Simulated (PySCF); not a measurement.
# What each rung costs, and what it gives

Saddle point of CH$_{8}$AlN, closed shell (CH₆AlN ([CH3][NH][AlH2]) + H₂ → CH₅N ([CH3][NH2]) + AlH₃ (still joined by a long Al–N bond); bonds formed: Al1–H7, N2–H6; bonds broken: H6–H7; bonds weakened to dative contacts: Al1–N2), PBE0-D4/def2-TZVP structure:

```xyz
11
angstrom
Al -1.1970 0.9450 -0.0729
N 0.0557 -0.3370 0.5363
C 0.8784 -1.1391 -0.3511
H -2.3042 1.3153 0.9989
H -1.3859 1.0159 -1.6452
H 0.4606 1.0391 0.5769
H 0.2597 1.9722 0.3349
H -0.0855 -0.7751 1.4360
H 1.1556 -0.5440 -1.2260
H 0.3574 -2.0298 -0.7202
H 1.8052 -1.4622 0.1327
```

Barriers are electronic and count from the start structure reached by relaxing down the imaginary mode.

Program: PySCF 2.14 with density fitting (its default auxiliary sets; JK sets also for MP2 and CCSD(T)). Basis: as named in each row. Cores are frozen in the correlated methods. B3LYP uses VWN-RPA correlation. Extrapolation: Hartree–Fock as exp(−7.88 √X), correlation as X^−2.97.

Times are rough, for one single point on 4 threads of a shared host (Arm Neoverse V1).

The estimate by CCSD(T) at an estimated basis limit (MP2 extrapolated from triple and quadruple zeta, plus CCSD(T) − MP2 in triple zeta) is 89.2 kJ/mol.

| method | basis | time (s) | barrier (kJ/mol) | method less estimate |
| --- | --- | --- | --- | --- |
| HF | STO-3G | under 1 | 163.7 | 74.5 |
| B3LYP-D4 | 6-31G | 3 | 100.4 | 11.2 |
| PBE0-D4 | def2-SVP | 4 | 61.7 | -27.5 |
| PBE-D4 | def2-SVP | 4 | 55.2 | -34.0 |
| MP2 | def2-QZVPP | 6 | 88.6 | -0.7 |
| SPW92 | def2-TZVPP | 10 | 38.7 | -50.5 |
| PBE0-D4 | def2-TZVPP | 12 | 71.5 | -17.8 |
| BHLYP-D4 | def2-TZVPP | 12 | 93.1 | 3.9 |
| PBE-D4 | def2-TZVPP | 13 | 65.8 | -23.4 |
| B3LYP-D4 | def2-TZVPP | 13 | 84.7 | -4.5 |
| CCSD(T) | def2-SVP | 20 | 84.3 | -4.9 |
| r2SCAN-D4 | def2-TZVPP | 32 | 69.7 | -19.5 |
| wB97M-V | def2-TZVPP | 220 | 88.1 | -1.1 |
| CCSD(T) | def2-TZVPP | 430 | 90.3 | 1.1 |

All methods are single points on the PBE0-D4 structures.

T1 diagnostic: at most 0.013.

Labels in which every atom is bracketed show which atoms are joined, not bond orders.
